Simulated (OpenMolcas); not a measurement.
# doublet BCl+: a chain of runs

Aim: the energy (ROHF/STO-3G), then the energy (CASSCF(3,3)/STO-3G), then a single-point energy (CASPT2(3,3)/STO-3G), then the energy (SC-NEVPT2(3,3)/STO-3G), then a single-point energy (MRCI(3,3)/STO-3G) of doublet BCl+. 

The calculation is run with OpenMolcas 26.06.

## Step 1: The structure to begin with

BCl+ has 2 atoms, charge +1, and is taken as a doublet. As SMILES of the parent species, `[B]Cl`. The coordinates come from a PBE0-D4/def2-TZVP relaxation. That shape belongs to the parent species and isn't relaxed for this state.

Bond lengths: B1–Cl2 1.718 Å.

## Step 2: A single-point energy at ROHF/STO-3G (run 1)

step1.input reads:

```
>>> EXPORT MOLCAS_PRINT=2
&GATEWAY
BasLib = $CurrDir
Coord
2
angstrom
B        0.000000       0.000000      -0.069660
Cl       0.000000       0.000000       1.648190
Basis = STO-3G
Group = NoSym
&SEWARD
&SCF
UHF
Charge = 1
Spin = 2
Scramble = 0.25
PrOrbitals = 1 1
&RASSCF
FileOrb = $Project.UnaOrb
Spin = 2
Nactel = 1 0 0
Inactive = 10
Ras2 = 1
OutOrbitals = Canonical
OrbListing = Nothing
```

The basis set STO-3G is read from a file made from the Basis Set Exchange's data (not shown).

Command:

```
$ export MOLCAS_MEM=1860
$ pymolcas step1.input > step1.log
```

The program printed:

```text
--- Start Module: gateway ---
[...]
--- Stop Module: gateway /rc=_RC_ALL_IS_WELL_ ---
[...]
      Basis functions           14
[...]
--- Start Module: scf ---
[...]
       Convergence after  16 Iterations
[...]
::    Total SCF energy                               -478.5805427624
[...]
      Total spin, S                                     0.5065232304
[...]
--- Stop Module: scf /rc=_RC_ALL_IS_WELL_ ---
--- Start Module: rasscf ---
[...]
      Number of active orbitals                  1
[...]
      Spin quantum number                      0.5
[...]
      Active orbitals                            1
[...]
      Number of CSFs                             1
[...]
      Number of root(s) required                 1
[...]
      Convergence after  8 iterations
[...]
      printout of CI-coefficients larger than  0.05 for root  1
      energy=    -478.578857
      conf/sym  1     Coeff  Weight
             1  u   1.00000 1.00000
      Natural orbitals and occupation numbers for root  1
      sym 1:   1.000000
      ************************************************************************************************************************
      *                                                    Final results                                                     *
[...]
::    RASSCF root number  1 Total energy:   -478.57885715
[...]
      Total electronic charge=   21.000000
      Total            charge=    1.000000
[...]
      Dipole Moment (debye):
      Origin of the operator (angstrom)=    0.0000    0.0000    1.2369
                   X=  4.2997E-07               Y=  1.0376E-07               Z= -5.3375E+00           Total=  5.3375E+00
      Center of Charge (angstrom)
[...]
--- Stop Module: rasscf /rc=_RC_ALL_IS_WELL_ ---
[...]
```

It took 3.3 s on 1 thread of Intel Xeon Platinum 8259CL at 2.50GHz (Skylake/Cascade Lake), shared host; peak memory 0.37 GiB.

## Step 3: The energy at CASSCF(3,3)/STO-3G (run 2)

step2.input reads:

```
&GATEWAY
  BASLIB = $CurrDir
  COORD
  2
  angstrom
  B        0.000000       0.000000      -0.069660
  Cl       0.000000       0.000000       1.648190
  BASIS = STO-3G
  GROUP = NoSym

&SEWARD

&RASSCF
  FILEORB = $CurrDir/step1.RasOrb
  SPIN = 2
  NACTEL = 3 0 0
  INACTIVE = 9
  RAS2 = 3
  ORBLISTING = Nothing
```

The basis set STO-3G is read from a file made from the Basis Set Exchange's data (not shown).

Command:

```
$ export MOLCAS_MEM=1860
$ pymolcas step2.input > step2.log
```

The program printed:

```text
--- Start Module: gateway ---
[...]
--- Stop Module: gateway /rc=_RC_ALL_IS_WELL_ ---
--- Start Module: seward ---
[...]
      Basis functions           14
--- Stop Module: seward /rc=_RC_ALL_IS_WELL_ ---
--- Start Module: rasscf ---
[...]
      Number of active orbitals                  3
[...]
      Spin quantum number                      0.5
[...]
      Active orbitals                            3
[...]
      Number of CSFs                             8
[...]
      Number of root(s) required                 1
[...]
      Convergence after 15 iterations
[...]
      printout of CI-coefficients larger than  0.05 for root  1
      energy=    -478.583833
      conf/sym  111     Coeff  Weight
             1  2u0   0.99506 0.99015
             4  udu   0.06419 0.00412
             8  0u2   0.06601 0.00436
      Natural orbitals and occupation numbers for root  1
      sym 1:   1.985792   1.000000   0.014208
      ************************************************************************************************************************
      *                                                    Final results                                                     *
[...]
::    RASSCF root number  1 Total energy:   -478.58383257
[...]
      Total electronic charge=   21.000000
      Total            charge=    1.000000
[...]
      Dipole Moment (debye):
      Origin of the operator (angstrom)=    0.0000    0.0000    1.2369
                   X= -6.6340E-09               Y= -2.1632E-08               Z= -5.1236E+00           Total=  5.1236E+00
      Center of Charge (angstrom)
[...]
--- Stop Module: rasscf /rc=_RC_ALL_IS_WELL_ ---
[...]
```

Run time: 2.4 s. Hardware: 1 thread of Intel Xeon Platinum 8259CL at 2.50GHz (Skylake/Cascade Lake), shared host; peak memory 0.37 GiB.

## Step 4: The energy at CASPT2(3,3)/STO-3G (run 3)

step3.input reads:

```
>>> EXPORT MOLCAS_PRINT=2
&GATEWAY
BASLIB=$CurrDir
COORD
2
angstrom
B        0.000000       0.000000      -0.069660
Cl       0.000000       0.000000       1.648190
BASIS=STO-3G
GROUP=NoSym
&SEWARD
&RASSCF
FILEORB=$CurrDir/step2.RasOrb
SPIN=2
NACTEL=3 0 0
INACTIVE=9
RAS2=3
ORBLISTING=Nothing
&CASPT2
IMAGINARY=0.1
FROZEN=6
```

The basis set STO-3G is read from a file made from the Basis Set Exchange's data (not shown).

Command:

```
$ export MOLCAS_MEM=1860
$ pymolcas step3.input > step3.log
```

The program printed:

```text
--- Start Module: gateway ---
[...]
--- Stop Module: gateway /rc=_RC_ALL_IS_WELL_ ---
[...]
      Basis functions           14
[...]
--- Start Module: rasscf ---
[...]
      Number of active orbitals                  3
[...]
      Spin quantum number                      0.5
[...]
      Active orbitals                            3
[...]
      Number of CSFs                             8
[...]
      Number of root(s) required                 1
[...]
      Convergence after  4 iterations
[...]
      printout of CI-coefficients larger than  0.05 for root  1
      energy=    -478.583833
      conf/sym  111     Coeff  Weight
             1  2u0   0.99506 0.99015
             4  udu   0.06418 0.00412
             8  0u2   0.06601 0.00436
      Natural orbitals and occupation numbers for root  1
      sym 1:   1.985793   1.000000   0.014207
      ************************************************************************************************************************
      *                                                    Final results                                                     *
[...]
::    RASSCF root number  1 Total energy:   -478.58383257
[...]
      Total electronic charge=   21.000000
      Total            charge=    1.000000
[...]
      Dipole Moment (debye):
      Origin of the operator (angstrom)=    0.0000    0.0000    1.2369
                   X= -1.2159E-08               Y= -1.8154E-08               Z= -5.1236E+00           Total=  5.1236E+00
      Center of Charge (angstrom)
[...]
--- Stop Module: rasscf /rc=_RC_ALL_IS_WELL_ ---
--- Start Module: caspt2 ---
[...]
 ###    WARNING: User changed nr of frozen orbitals.                         ###
 ###############################################################################
[...]
      E2 (Variational):          -0.0395637600
      Total energy:            -478.6233963298
[...]
      Reference weight:           0.97536
[...]
::    CASPT2 Root  1     Total energy:   -478.62339633
[...]
--- Stop Module: caspt2 /rc=_RC_ALL_IS_WELL_ ---
[...]
```

It took 2.2 s on 1 thread of Intel Xeon Platinum 8259CL at 2.50GHz (Skylake/Cascade Lake), shared host; peak memory 0.37 GiB.

## Step 5: The energy at SC-NEVPT2(3,3)/STO-3G (run 4)

step4.inp reads:

```
* BCl NEVPT2
>>> EXPORT MOLCAS_PRINT=2

&GATEWAY
 BasLib=$CurrDir
 Coord
 2
 angstrom
 B        0.000000       0.000000      -0.069660
 Cl       0.000000       0.000000       1.648190
 Basis=STO-3G
 Group=NoSym

&SEWARD

&RASSCF
 FileOrb=$CurrDir/step2.RasOrb
 Spin=2
 Nactel=3 0 0
 Inactive=9
 Ras2=3
 OrbListing=Nothing

&CASPT2
 SC-NEVPT2
 Frozen=6
```

The basis set STO-3G is read from a file made from the Basis Set Exchange's data (not shown).

Command:

```
$ export MOLCAS_MEM=1860
$ pymolcas step4.inp > step4.log
```

The program printed:

```text
--- Start Module: gateway ---
[...]
--- Stop Module: gateway /rc=_RC_ALL_IS_WELL_ ---
[...]
      Basis functions           14
[...]
--- Start Module: rasscf ---
[...]
      Number of active orbitals                  3
[...]
      Spin quantum number                      0.5
[...]
      Active orbitals                            3
[...]
      Number of CSFs                             8
[...]
      Number of root(s) required                 1
[...]
      Convergence after  4 iterations
[...]
      printout of CI-coefficients larger than  0.05 for root  1
      energy=    -478.583833
      conf/sym  111     Coeff  Weight
             1  2u0   0.99506 0.99015
             4  udu   0.06418 0.00412
             8  0u2   0.06601 0.00436
      Natural orbitals and occupation numbers for root  1
      sym 1:   1.985793   1.000000   0.014207
      ************************************************************************************************************************
      *                                                    Final results                                                     *
[...]
::    RASSCF root number  1 Total energy:   -478.58383257
[...]
      Total electronic charge=   21.000000
      Total            charge=    1.000000
[...]
      Dipole Moment (debye):
      Origin of the operator (angstrom)=    0.0000    0.0000    1.2369
                   X= -1.2159E-08               Y= -1.8154E-08               Z= -5.1236E+00           Total=  5.1236E+00
      Center of Charge (angstrom)
[...]
--- Stop Module: rasscf /rc=_RC_ALL_IS_WELL_ ---
--- Start Module: caspt2 ---
[...]
 ###    WARNING: User changed nr of frozen orbitals.                         ###
 ###############################################################################
[...]
      E2 (Variational):          -0.0438212304
[...]
      E2 (Variational):          -0.0435379055
      Total energy:            -478.6273704754
[...]
      Reference weight:           0.96906
[...]
::    SC-NEVPT2 Root  1     Total energy:   -478.62737048
[...]
--- Stop Module: caspt2 /rc=_RC_ALL_IS_WELL_ ---
[...]
```

Wall time 2.3 s (1 thread of Intel Xeon Platinum 8259CL at 2.50GHz (Skylake/Cascade Lake), shared host); peak memory 0.37 GiB.

## Step 6: A single-point energy at MRCI(3,3)/STO-3G (run 5)

step5.inp reads:

```
* BCl MRCI
&GATEWAY
BASLIB=$CurrDir
COORD
2
angstrom
B        0.000000       0.000000      -0.069660
Cl       0.000000       0.000000       1.648190
BASIS=STO-3G
GROUP=NoSym
&SEWARD
&RASSCF
FILEORB=$CurrDir/step2.RasOrb
SPIN=2
NACTEL=3 0 0
INACTIVE=9
RAS2=3
ORBLISTING=Nothing
&MOTRA
LUMORB
FROZEN=6
&GUGA
ELECTRONS=9
SPIN=2
INACTIVE=3
ACTIVE=3
CIALL=1
&MRCI
SDCI
```

The basis set STO-3G is read from a file made from the Basis Set Exchange's data (not shown).

Command:

```
$ export MOLCAS_MEM=1860
$ pymolcas step5.inp > step5.log
```

The program printed:

```text
--- Start Module: gateway ---
[...]
--- Stop Module: gateway /rc=_RC_ALL_IS_WELL_ ---
[...]
      Basis functions           14
[...]
      Number of active orbitals                  3
[...]
      Spin quantum number                      0.5
[...]
      Active orbitals                            3
[...]
      Number of CSFs                             8
[...]
      Number of root(s) required                 1
[...]
      Convergence after  4 iterations
[...]
      printout of CI-coefficients larger than  0.05 for root  1
      energy=    -478.583833
      conf/sym  111     Coeff  Weight
             1  2u0   0.99506 0.99015
             4  udu   0.06418 0.00412
             8  0u2   0.06601 0.00436
      Natural orbitals and occupation numbers for root  1
      sym 1:   1.985793   1.000000   0.014207
      ************************************************************************************************************************
      *                                                    Final results                                                     *
[...]
::    RASSCF root number  1 Total energy:   -478.58383257
[...]
      Dipole Moment (debye):
      Origin of the operator (angstrom)=    0.0000    0.0000    1.2369
                   X= -1.2159E-08               Y= -1.8154E-08               Z= -5.1236E+00           Total=  5.1236E+00
      Center of Charge (angstrom)
[...]
      *** WARNING: Default frozen orbitals is overwritten by user input.
      *** Default values:   6
[...]
--- Start Module: guga ---
[...]
--- Stop Module: guga /rc=_RC_ALL_IS_WELL_ ---
--- Start Module: mrci ---
[...]
       (But an ACPF correction will be computed)
       USE THE DEFAULT ACPF G-VALUE GFAC=  0.22222222222222221
[...]
                      CI ENERGY:  -478.63938856
[...]
                ACPF CORRECTION:    -0.00303453
[...]
      Total electronic charge=   21.000000
      Total            charge=    1.000000
[...]
     ACPF CORRECTION:     -0.00303453
[...]
  CI State   1     Total energy:   -478.63938856     QDav:     -0.00396340     QACPF:     -0.00303453
[...]
--- Stop Module: mrci /rc=_RC_ALL_IS_WELL_ ---
[...]
```

Wall time 2.6 s (1 thread of Intel Xeon Platinum 8259CL at 2.50GHz (Skylake/Cascade Lake), shared host); peak memory 0.37 GiB.

## Step 7: Outcome

| quantity | value |
| --- | --- |
| run 1, ROHF/STO-3G: total energy | -478.57886 Eh |
| run 2, CASSCF(3,3)/STO-3G: total energy | -478.58383 Eh |
| run 3, CASPT2(3,3)/STO-3G: total energy | -478.62340 Eh |
| run 4, SC-NEVPT2(3,3)/STO-3G: total energy | -478.62737 Eh |
| run 5, MRCI(3,3)/STO-3G: total energy | -478.63939 Eh |
